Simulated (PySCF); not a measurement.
# UMP2/cc-pVDZ-DK (sfX2C, ddCOSMO water) run of BH2O (SMILES [BH]O)

What is the energy difference between two shapes of BH2O at UMP2/cc-pVDZ-DK (sfX2C, ddCOSMO water)? 

Program for the calculation: PySCF 2.14.0.

8 further runs of the same task are left out: 6 that didn't finish, 2 set aside as unsound or not needed.

## 1. The structure to begin with

BH2O: 4 atoms, total charge 0, spin state doublet. As SMILES, `[BH]O`. The coordinates come from a PBE0-D4/def2-TZVP relaxation.

Bond lengths: B1–O2 1.333 Å, B1–H3 1.201 Å, O2–H4 0.961 Å. Angles: B1–O2–H4 114.6°, O2–B1–H3 121.0°.

## 2. The energy at UMP2/cc-pVDZ-DK (sfX2C, ddCOSMO water)

job.py reads:

```python
# [BH]O
from pyscf import gto, mp, solvent

system = gto.M(
    atom='''
B
O 1 1.333089
H 1 1.200741 2 120.96684
H 2 0.961414 1 114.64972 3 -179.98679
''',
    basis='cc-pvdz-dk',
    max_memory=1860,
    verbose=4,
    spin=1,
    symmetry=True,
)

hf = system.UHF()
hf = hf.x2c()
hf = hf.ddCOSMO()
hf.with_solvent.eps = 78.3553  # water
hf.max_cycle = 100
hf.kernel()
if not hf.converged:
    hf = hf.newton().run(hf.mo_coeff, hf.mo_occ)

pt = mp.MP2(hf).run()
energy = pt.e_tot
print('E = %.10f Eh' % energy)
```

On the command line:

```bash
$ OMP_NUM_THREADS=1 python job.py
```

The log of the run:

```text
PySCF version 2.14.0

[INPUT] num. atoms = 4
[INPUT] num. electrons = 15
[INPUT] charge = 0
[INPUT] spin (= nelec alpha-beta = 2S) = 1
[INPUT] symmetry True subgroup None
[INPUT] Mole.unit = angstrom
[INPUT] Symbol           X                Y                Z      unit          X                Y                Z       unit  Magmom
[INPUT]  1 B      0.000000000000   0.000000000000   0.000000000000 AA    0.000000000000   0.000000000000   0.000000000000 Bohr   0.0
[INPUT]  2 O      1.333089000000   0.000000000000   0.000000000000 AA    2.519173109670   0.000000000000   0.000000000000 Bohr   0.0
[INPUT]  3 H     -0.617831558063   0.000000000000   1.029593664968 AA   -1.167532435852   0.000000000000   1.945650046377 Bohr   0.0
[INPUT]  4 H      1.734065600722   0.000201462656  -0.873804671813 AA    3.276909067395   0.000380709244  -1.651251516092 Bohr   0.0

nuclear repulsion = 25.9417033849247
point group symmetry = C1
symmetry origin: [0. 0. 0.]
symmetry axis x: [1. 0. 0.]
symmetry axis y: [0. 1. 0.]
symmetry axis z: [0. 0. 1.]
num. orbitals of irrep A = 38
number of shells = 16
number of NR pGTOs = 66
number of NR cGTOs = 38
basis = cc-pvdz-dk
ecp = {}

******** <class 'pyscf.solvent._attach_solvent.ddCOSMOsfX2C1eUHF'> ********
method = ddCOSMOsfX2C1eUHF
initial guess = minao
damping factor = 0
level_shift factor = 0
DIIS = <class 'pyscf.scf.diis.CDIIS'>
diis_start_cycle = 1
diis_space = 8
diis_damp = 0
SCF conv_tol = 1e-09
SCF conv_tol_grad = None
SCF max_cycles = 100
direct_scf = True
direct_scf_tol = 1e-13
number electrons alpha = 8  beta = 7

******** <class 'pyscf.x2c.sfx2c1e.SpinFreeX2CHelper'> ********
approx = 1e
xuncontract = 1
******** <class 'pyscf.solvent.ddcosmo.ddCOSMO'> ********
lebedev_order = 17 (110 grids per sphere)
lmax = 6
eta = 0.1
eps = 78.3553
frozen = False
equilibrium_solvation = False
radial grids:
    Treutler-Ahlrichs [JCP 102, 346 (1995); DOI:10.1063/1.469408] (M4) radial grids

becke partition: Becke, JCP 88, 2547 (1988); DOI:10.1063/1.454033
pruning grids: <function nwchem_prune>
grids dens level: 3
symmetrized grids: True
atomic radii adjust function: <function treutler_atomic_radii_adjust>
Set gradient conv threshold to 3.16228e-05
tot grids = 47744
ddCOSMO E_diel = -6.0246062899789e-05
Solvent Energy = -6.0246062899789e-05
init E= -100.808280969784
[... the frontier-level lines of each cycle are left out ...]

ddCOSMO E_diel = -0.0058378820016194
Solvent Energy = -0.0058378820016194
cycle= 1 E= -100.697553189921  delta_E= 0.111  |g|= 0.309  |ddm|= 1.43
ddCOSMO E_diel = -0.00424659919806269
Solvent Energy = -0.00424659919806269
cycle= 2 E= -100.741437921468  delta_E= -0.0439  |g|= 0.169  |ddm|= 0.405
ddCOSMO E_diel = -0.00457684604150142
Solvent Energy = -0.00457684604150142
cycle= 3 E= -100.753850643528  delta_E= -0.0124  |g|= 0.041  |ddm|= 0.136
ddCOSMO E_diel = -0.00458717871317112
Solvent Energy = -0.00458717871317112
cycle= 4 E= -100.75608648981  delta_E= -0.00224  |g|= 0.0134  |ddm|= 0.0999
ddCOSMO E_diel = -0.00459752455822175
Solvent Energy = -0.00459752455822175
cycle= 5 E= -100.756494122929  delta_E= -0.000408  |g|= 0.00633  |ddm|= 0.0441
ddCOSMO E_diel = -0.00460434973826424
Solvent Energy = -0.00460434973826424
cycle= 6 E= -100.756596552024  delta_E= -0.000102  |g|= 0.00229  |ddm|= 0.0228
ddCOSMO E_diel = -0.00460676011485175
Solvent Energy = -0.00460676011485175
cycle= 7 E= -100.75660867039  delta_E= -1.21e-05  |g|= 0.000725  |ddm|= 0.00745
ddCOSMO E_diel = -0.00460796068182542
Solvent Energy = -0.00460796068182542
cycle= 8 E= -100.756609759813  delta_E= -1.09e-06  |g|= 0.000303  |ddm|= 0.00176
ddCOSMO E_diel = -0.00460880657928629
Solvent Energy = -0.00460880657928629
cycle= 9 E= -100.756609976909  delta_E= -2.17e-07  |g|= 0.000122  |ddm|= 0.000792
ddCOSMO E_diel = -0.00460861922299439
Solvent Energy = -0.00460861922299439
cycle= 10 E= -100.7566100142  delta_E= -3.73e-08  |g|= 4.32e-05  |ddm|= 0.000387
ddCOSMO E_diel = -0.0046084587896216
Solvent Energy = -0.0046084587896216
cycle= 11 E= -100.756610018604  delta_E= -4.4e-09  |g|= 1.5e-05  |ddm|= 0.000111
ddCOSMO E_diel = -0.00460841936260996
Solvent Energy = -0.00460841936260996
cycle= 12 E= -100.75661001914  delta_E= -5.36e-10  |g|= 4.46e-06  |ddm|= 5.18e-05
ddCOSMO E_diel = -0.00460843834803633
Solvent Energy = -0.00460843834803633
Extra cycle  E= -100.756610019168  delta_E= -2.83e-11  |g|= 2.67e-06  |ddm|= 1.09e-05
converged SCF energy = -100.756610019168  <S^2> = 0.75338255  2S+1 = 2.0033797

******** <class 'pyscf.mp.ump2.UMP2'> ********
nocc = (np.int64(8), np.int64(7)), nmo = (38, 38)
E(UMP2) = -101.014769184982  E_corr = -0.258159165813597
E(SCS-UMP2) = -101.010351269035  E_corr = -0.253741249866796
E_corr(same-spin) = -0.0646727874340627
E_corr(oppo-spin) = -0.193486378379535
E = -101.0147691850 Eh
```

It took 2.5 s on 1 thread of Intel Xeon Platinum 8375C at 2.90GHz (Ice Lake), shared host; peak memory 0.18 GiB.

## 3. The distorted shape, same level

job.py reads:

```python
from pyscf import gto, scf, mp, solvent

molecule = gto.M(
    atom='''
B
O 1 1.268734
H 1 1.218761 2 112.22194
H 2 0.984729 1 107.14007 3 -163.79726
''',
    basis='cc-pvdz-dk',
    max_memory=1860,
    spin=1,
    verbose=4,
    symmetry=True,
)

calc0 = scf.UHF(molecule)
calc0 = calc0.x2c()
calc0 = calc0.ddCOSMO()
calc0.with_solvent.eps = 78.3553  # water
calc0.max_cycle = 100
calc0.kernel()
if not calc0.converged:
    calc0 = calc0.newton().run(calc0.mo_coeff, calc0.mo_occ)

pt = mp.MP2(calc0).run()
e_tot = pt.e_tot
print(f'total energy: {e_tot:.8f} hartree')
```

On the command line:

```bash
$ OMP_NUM_THREADS=1 python job.py
```

The log of the run:

```text
PySCF version 2.14.0

[INPUT] num. atoms = 4
[INPUT] num. electrons = 15
[INPUT] charge = 0
[INPUT] spin (= nelec alpha-beta = 2S) = 1
[INPUT] symmetry True subgroup None
[INPUT] Mole.unit = angstrom
[INPUT] Symbol           X                Y                Z      unit          X                Y                Z       unit  Magmom
[INPUT]  1 B      0.000000000000   0.000000000000   0.000000000000 AA    0.000000000000   0.000000000000   0.000000000000 Bohr   0.0
[INPUT]  2 O      1.268734000000   0.000000000000   0.000000000000 AA    2.397559784924   0.000000000000   0.000000000000 Bohr   0.0
[INPUT]  3 H     -0.460929679978   0.000000000000   1.128238540928 AA   -0.871030857842   0.000000000000   2.132061845533 Bohr   0.0
[INPUT]  4 H      1.558942193984   0.262572273698  -0.903618397705 AA    2.945973790659   0.496189685194  -1.707591292780 Bohr   0.0

nuclear repulsion = 26.8406158731237
point group symmetry = C1
symmetry origin: [0. 0. 0.]
symmetry axis x: [1. 0. 0.]
symmetry axis y: [0. 1. 0.]
symmetry axis z: [0. 0. 1.]
num. orbitals of irrep A = 38
number of shells = 16
number of NR pGTOs = 66
number of NR cGTOs = 38
basis = cc-pvdz-dk
ecp = {}

******** <class 'pyscf.solvent._attach_solvent.ddCOSMOsfX2C1eUHF'> ********
method = ddCOSMOsfX2C1eUHF
initial guess = minao
damping factor = 0
level_shift factor = 0
DIIS = <class 'pyscf.scf.diis.CDIIS'>
diis_start_cycle = 1
diis_space = 8
diis_damp = 0
SCF conv_tol = 1e-09
SCF conv_tol_grad = None
SCF max_cycles = 100
direct_scf = True
direct_scf_tol = 1e-13
number electrons alpha = 8  beta = 7

******** <class 'pyscf.x2c.sfx2c1e.SpinFreeX2CHelper'> ********
approx = 1e
xuncontract = 1
******** <class 'pyscf.solvent.ddcosmo.ddCOSMO'> ********
lebedev_order = 17 (110 grids per sphere)
lmax = 6
eta = 0.1
eps = 78.3553
frozen = False
equilibrium_solvation = False
radial grids:
    Treutler-Ahlrichs [JCP 102, 346 (1995); DOI:10.1063/1.469408] (M4) radial grids

becke partition: Becke, JCP 88, 2547 (1988); DOI:10.1063/1.454033
pruning grids: <function nwchem_prune>
grids dens level: 3
symmetrized grids: True
atomic radii adjust function: <function treutler_atomic_radii_adjust>
Set gradient conv threshold to 3.16228e-05
tot grids = 47744
ddCOSMO E_diel = -5.98481402280712e-05
Solvent Energy = -5.98481402280712e-05
init E= -100.90938773151
[... the frontier-level lines of each cycle are left out ...]

ddCOSMO E_diel = -0.00683532512487416
Solvent Energy = -0.00683532512487416
cycle= 1 E= -100.687901502699  delta_E= 0.221  |g|= 0.307  |ddm|= 1.43
ddCOSMO E_diel = -0.00477089060325876
Solvent Energy = -0.00477089060325876
cycle= 2 E= -100.730642224131  delta_E= -0.0427  |g|= 0.165  |ddm|= 0.386
ddCOSMO E_diel = -0.00516190124553208
Solvent Energy = -0.00516190124553208
cycle= 3 E= -100.74246937771  delta_E= -0.0118  |g|= 0.0407  |ddm|= 0.133
ddCOSMO E_diel = -0.00515167900433258
Solvent Energy = -0.00515167900433258
cycle= 4 E= -100.744714021717  delta_E= -0.00224  |g|= 0.0137  |ddm|= 0.0963
ddCOSMO E_diel = -0.00514887342378851
Solvent Energy = -0.00514887342378851
cycle= 5 E= -100.745161895683  delta_E= -0.000448  |g|= 0.00672  |ddm|= 0.0438
ddCOSMO E_diel = -0.00515448909006529
Solvent Energy = -0.00515448909006529
cycle= 6 E= -100.745290507147  delta_E= -0.000129  |g|= 0.00272  |ddm|= 0.0243
ddCOSMO E_diel = -0.00515942119631319
Solvent Energy = -0.00515942119631319
cycle= 7 E= -100.745311336481  delta_E= -2.08e-05  |g|= 0.000862  |ddm|= 0.0101
ddCOSMO E_diel = -0.00516182882064276
Solvent Energy = -0.00516182882064276
cycle= 8 E= -100.745313280233  delta_E= -1.94e-06  |g|= 0.000358  |ddm|= 0.00265
ddCOSMO E_diel = -0.00516231885234841
Solvent Energy = -0.00516231885234841
cycle= 9 E= -100.745313677447  delta_E= -3.97e-07  |g|= 0.000155  |ddm|= 0.00128
ddCOSMO E_diel = -0.00516143735605227
Solvent Energy = -0.00516143735605227
cycle= 10 E= -100.745313768784  delta_E= -9.13e-08  |g|= 6.92e-05  |ddm|= 0.00068
ddCOSMO E_diel = -0.00516082086792541
Solvent Energy = -0.00516082086792541
cycle= 11 E= -100.745313789992  delta_E= -2.12e-08  |g|= 2.85e-05  |ddm|= 0.00033
ddCOSMO E_diel = -0.00516061918171225
Solvent Energy = -0.00516061918171225
cycle= 12 E= -100.745313793965  delta_E= -3.97e-09  |g|= 1.08e-05  |ddm|= 0.000162
ddCOSMO E_diel = -0.0051606404654073
Solvent Energy = -0.0051606404654073
cycle= 13 E= -100.745313794466  delta_E= -5.01e-10  |g|= 5.82e-06  |ddm|= 5.37e-05
ddCOSMO E_diel = -0.00516063624008769
Solvent Energy = -0.00516063624008769
Extra cycle  E= -100.745313794531  delta_E= -6.46e-11  |g|= 4.13e-06  |ddm|= 9.72e-06
converged SCF energy = -100.745313794531  <S^2> = 0.75395267  2S+1 = 2.0039488

******** <class 'pyscf.mp.ump2.UMP2'> ********
nocc = (np.int64(8), np.int64(7)), nmo = (38, 38)
E(UMP2) = -101.004061886205  E_corr = -0.258748091673492
E(SCS-UMP2) = -100.999453887993  E_corr = -0.25414009346222
E_corr(same-spin) = -0.0650280190915044
E_corr(oppo-spin) = -0.193720072581988
total energy: -101.00406189 hartree
```

Run time: 3.6 s. Hardware: 1 thread of Intel Xeon Platinum 8375C at 2.90GHz (Ice Lake), shared host; peak memory 0.17 GiB.

## 4. What came out

At UMP2/cc-pVDZ-DK (sfX2C, ddCOSMO water):

```
                                                                   quantity          value
                                                  first shape: total energy  -101.01477 Eh
                          first shape: dipole moment (Hartree–Fock density)         1.72 D
    first shape: HOMO energy (Hartree–Fock orbitals) (highest over α and β)       -9.02 eV
     first shape: LUMO energy (Hartree–Fock orbitals) (lowest over α and β)        3.27 eV
                                            first shape: correlation energy     -258.2 mEh
                                    first shape: solvent term in the energy   -12.1 kJ/mol
                             first shape: ⟨S²⟩ of the reference determinant          0.753
                                              distorted shape: total energy  -101.00406 Eh
                      distorted shape: dipole moment (Hartree–Fock density)         2.09 D
distorted shape: HOMO energy (Hartree–Fock orbitals) (highest over α and β)       -9.13 eV
 distorted shape: LUMO energy (Hartree–Fock orbitals) (lowest over α and β)        3.13 eV
                                        distorted shape: correlation energy     -258.7 mEh
                                distorted shape: solvent term in the energy   -13.5 kJ/mol
                         distorted shape: ⟨S²⟩ of the reference determinant          0.754
                                     energy change with the atoms displaced       0.291 eV
```

In words: With the atoms displaced the energy rises by 0.29 eV (28.1 kJ/mol). The first shape isn't relaxed at this level, so the change isn't measured from a minimum. Mulliken charges (first shape) of the mean-field density run from -0.20 on O2 to +0.22 on H4.
